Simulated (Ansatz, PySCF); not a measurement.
Protons, H atoms and electrons added to or taken from C=C=C. Isolated molecules, 0 K electronic values unless said otherwise. Strings in code marks are SMILES.

Quantity: vertical ionisation energy (energy after one electron is removed minus that of the parent at the parent's geometry), in eV. The restricted reference of `C=C[CH2+]` is unstable towards unrestricted orbitals.

Level 1: PBE-D3(BJ)/def2-TZVP // B3LYP-D3(BJ)/def2-TZVP (PySCF)
Level 2: frozen-core MP2/cc-pVTZ // B3LYP-D3(BJ)/def2-TZVP (Ansatz, a quantum-chemistry and plane-wave program)
Level 3: minus the HOMO energy of B3LYP-D3(BJ)/def2-TZVP (PySCF)
Level 4: minus the HOMO energy of B3LYP/6-31G* // B3LYP-D3(BJ)/def2-TZVP (PySCF)

```json
[
 {"species": "`C=C=C`", "level 1": "10.02", "level 2": "10.42", "level 3": "(withheld)", "level 4": "7.17"},
 {"species": "`C=[C+]C` (not the most basic site)", "level 1": "17.56", "level 2": "(withheld)", "level 3": "14.89", "level 4": "14.81"},
 {"species": "`C=C[CH2+]`", "level 1": "18.80", "level 2": "18.65", "level 3": "(withheld)", "level 4": "15.68"}
]
```

**Question.** Complete the blanks.

**Answer.** 
- `C=C=C`, level 3: 7.50
- `C=[C+]C` (not the most basic site), level 2: 18.02
- `C=C[CH2+]`, level 3: 15.77
